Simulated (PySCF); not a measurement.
Computed XPS line lists of a few unrelated compounds.

Level of theory: delta-SCF UKS SCAN, pcX-2 on the ionised atom, pcseg-1 elsewhere, spin-free X2C in PySCF. Geometries: PBE0-D3(BJ)/def2-SVP; isolated species, one conformer each.

Line lists (1s up to Mg, 2p3/2 beyond, nothing for Ge; areas count atoms within a level, one atom standing for each set equivalent by bonding):
1. C 1s: 291.69 (area 1), 292.98 (area 1) eV; O 1s: 537.52 (area 2), 538.27 (area 1) eV; S 2p3/2: 173.63 eV
2. C 1s: 290.19 eV; Si 2p3/2: 106.73 eV
3. B 1s: 193.92 eV; N 1s: 408.24 eV

Structures:
A. `[SiH3]/C=C\[SiH3]`
B. `CS(=O)(=O)C[O][GeH3]`
C. `[BH3-][NH3+]`

Question: Which list belongs to which compound?

Answer: 
- 1 = B: no other candidate has this set of levels. C 1s: 291.69 S-methyl carbon, 292.98 sp3 carbon bound to oxygen; O 1s: 537.52 sulfonyl oxygen (×2), 538.27 oxygen bonded to C and Ge; S 2p3/2: 173.63 sulfonyl sulfur.
- 2 = A: no other candidate has this set of levels. C 1s: 290.19 alkene CH carbon (×2); Si 2p3/2: 106.73 SiH3 silicon (×2).
- 3 = C: no other candidate has this set of levels. B 1s: 193.92 four-coordinate boron; N 1s: 408.24 nitrogen bonded to B and 3 H.

2p3/2 and 2p1/2 are the ΔSCF energy of one spin-free 2p hole plus the eigenvalues of a spin–orbit and ligand-field matrix of the shell.
